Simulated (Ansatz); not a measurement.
## HB–MgH, doublet: breathe scan

Starting geometry (PBE0/def2-TZVP stationary point for this spin, not checked as a minimum):

```yaml
atoms:
  - { symbol: B, position_ang: [0.0000, 0.0000, 1.2254] }
  - { symbol: Mg, position_ang: [0.0000, 0.0000, -0.9712] }
  - { symbol: H, position_ang: [0.0000, 0.0000, 2.4202] }
  - { symbol: H, position_ang: [0.0000, 0.0000, -2.6744] }
```

From there all distances are scaled together; atoms are numbered as listed. Energies are in kcal/mol, counted from the starting geometry at the same level.

Basis 6-31G; Ansatz 0.2.0. Correlated methods freeze the noble-gas cores. Prefix R: restricted or restricted open-shell reference; prefix U: unrestricted. Active spaces: valence = (7e, 10o) chosen from the atoms' valence shells. The metal's outer-core shells are frozen, which leaves out core–valence correlation.

Unrestricted rows (U) aren't spin-pure: their determinants' ⟨S²⟩ exceeds S(S+1) by up to 0.95, so they mix in states of higher spin. HF rows are the lowest solutions found. Coupled cluster chose its determinant by trial CCSD, here up to 0.03 eV above the lowest Hartree–Fock solution of its kind, and MP2 stands on that determinant too. For open shells CISD and CISDTQ are restricted-active-space CI with the open shells as a complete middle space. Runs in a small pair space aren't shown, since their orbitals change along the scan. A value is left out where its run failed or describes another state than the reference as far as symmetry and spin tell, or, spin-broken singlets apart, can't be checked. The reference follows the lowest state, whose symmetry changes from Π to Σ⁺ or Δ between 1.276 and 1.493.

Full CI is exact within this basis and frozen core; it isn't the basis-set limit. The frozen core follows each run's orbitals, which can shift R against U totals by a few meV.

```
scale of all distances  full CI  unpaired electrons (full CI)  error RHF  error UMP2  error CISD  error CISDTQ  error UCCSDT(Q)  error CASSCF (valence space)
                 0.885     26.8                          1.03       -3.1        -1.4        -0.6           0.0              0.0                           0.4
                 1.000      0.0                          1.04        0.0         0.0         0.0           0.0              0.0                           0.0
                 1.120      8.8                          1.07        5.1         2.6         1.1           0.0              0.0                          -0.4
                 1.276     42.1                          1.17       14.6         9.2         3.5           0.2              0.0                          -0.6
                 1.493     77.1                          1.24       26.6           –         6.5           0.3                –                           0.0
                 1.720     93.0                          1.35       28.0        23.0         6.6           0.4              0.0                          -1.4
                 1.962    105.7                          1.56       34.2        20.3         8.2           0.5             -0.1                          -2.4
                 2.369    119.1                          2.21       50.2        12.1        13.2           0.8             -0.1                          -3.2
```

Unpaired electrons are Σ n²(2−n)² over natural occupations. Errors are those of relative energies. In total energy the starting point itself misses full CI by: RHF 50.1, UMP2 15.3, CISD 3.1, CISDTQ 0.1, UCCSDT(Q) 0.0, CASSCF (valence space) 9.7 kcal/mol.

Spread of the error over the points with a reference, to 2.369 (largest less smallest): UCCSDT(Q) 0.1 (7 of 8 points), CISDTQ 0.9, CASSCF (valence space) 3.6, CISD 13.8, UMP2 24.4 (7 of 8 points), RHF 53.3 kcal/mol.

Going outwards, the relative energy of UMP2 first misses by more than 1.0 kcal/mol at 1.120.

CISD is cut at a fixed excitation level from one determinant, and lies 13.2 kcal/mol too high at 2.369.
